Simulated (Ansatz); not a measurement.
## Scan of [Br···H···N], quartet

Starting geometry:

| atom | x (Å) | y (Å) | z (Å) |
| --- | --- | --- | --- |
| Br | 0.0000 | 0.0000 | -1.5282 |
| H | 0.0000 | 0.0000 | -0.1076 |
| N | 0.0000 | 0.0000 | 1.6358 |

From there H2 is moved from one fragment to the other while all else, the fragments' distance too, stays fixed, so the hump isn't the reaction's barrier; atoms are numbered as listed. Energies are in kJ/mol, counted from the starting geometry at the same level.

Basis cc-pVDZ; Ansatz 0.2.0. Only valence electrons are correlated (noble-gas cores and the filled d shells of p-block atoms frozen). Prefix R: restricted or restricted open-shell reference; prefix U: unrestricted. No spin–orbit coupling is included, and no scalar relativity.

For open shells CISD is restricted-active-space CI with the open shells as a complete middle space.

Full CI isn't at hand for all of this; RCCSDTQ serves as the reference, and is uncertain by about the last step of the cluster series. The frozen core follows each run's orbitals, which can shift R against U totals by a few meV for light atoms and by up to 0.1 eV past Ca.

```json
{"distance Br1-H2 (Å)": "1.421", "RCCSDTQ": "0.0", "error UMP2": "0.0", "error CISD": "0.0", "error UCCSD": "0.0", "error UCCSD(T)": "0.0", "error RCCSDT": "0.0", "error UCCSDT(Q)": "0.0"}
{"distance Br1-H2 (Å)": "1.521", "RCCSDTQ": "11.5", "error UMP2": "2.2", "error CISD": "2.8", "error UCCSD": "1.1", "error UCCSD(T)": "0.3", "error RCCSDT": "0.1", "error UCCSDT(Q)": "0.0"}
{"distance Br1-H2 (Å)": "1.722", "RCCSDTQ": "57.4", "error UMP2": "12.6", "error CISD": "13.6", "error UCCSD": "4.3", "error UCCSD(T)": "1.2", "error RCCSDT": "0.4", "error UCCSDT(Q)": "0.0"}
{"distance Br1-H2 (Å)": "1.923", "RCCSDTQ": "68.4", "error UMP2": "18.4", "error CISD": "16.3", "error UCCSD": "4.2", "error UCCSD(T)": "1.3", "error RCCSDT": "0.4", "error UCCSDT(Q)": "0.0"}
{"distance Br1-H2 (Å)": "2.124", "RCCSDTQ": "56.4", "error UMP2": "7.5", "error CISD": "4.0", "error UCCSD": "0.1", "error UCCSD(T)": "0.2", "error RCCSDT": "0.0", "error UCCSDT(Q)": "-0.1"}
```

Errors are those of relative energies. In total energy the starting point itself misses RCCSDTQ by: UMP2 91.2, CISD 49.6, UCCSD 10.1, UCCSD(T) 1.7, RCCSDT 0.8, UCCSDT(Q) -0.1 kJ/mol.

Spread of the error over the points with a reference, to 2.124 Å (largest less smallest): UCCSDT(Q) 0.1, RCCSDT 0.4, UCCSD(T) 1.3, UCCSD 4.3, CISD 16.3, UMP2 18.4 kJ/mol.
